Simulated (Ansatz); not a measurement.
Two isomers of C4H7NO: A = `O=C1CCCN1`, B = `CCN=C=CO`.

Gas-phase electronic energies from Ansatz, PBE0-D4/def2-TZVP geometries. CCSD(T)/CBS is the MP2 limit (def2-TZVPP, def2-QZVPP) plus CCSD(T) − MP2 in def2-TZVPP, frozen cores. DFT in def2-TZVPP. B3LYP here is the variant with VWN-RPA as its local correlation; programs differ in this. Each species was taken in one conformer, which may not be the lowest.

Task: Which is lower in electronic energy at CCSD(T)/CBS, and by how much? (An estimate is asked.)

Result: Ansatz gave: A, by 58.1 kcal/mol.

Task: Give E(B) − E(A) in kcal/mol with MP2/def2-TZVPP, CCSD(T)/def2-TZVPP, CCSD/def2-TZVPP, r2SCAN-D4, B3LYP-D4, ωB97M-V, PBE-D4. (An estimate is asked.)

Result: Computed: MP2/def2-TZVPP 60.6, CCSD(T)/def2-TZVPP 58.0, CCSD/def2-TZVPP 58.9, r2SCAN-D4 58.6, B3LYP-D4 54.9, ωB97M-V 59.6, PBE-D4 56.4. None reverses the order clearly.

Largest T1 diagnostic: 0.013.

The D4 term adds +1.8 kcal/mol with B3LYP and +0.9 kcal/mol with PBE0; it sums over pairs of atoms, weighted by their polarisabilities, and B3LYP, whose exchange is more repulsive, gets the larger term. From PBE to PBE0 (25 % exact exchange), in def2-TZVPP and without D4, E(B) − E(A) moves by +5.2 kcal/mol.
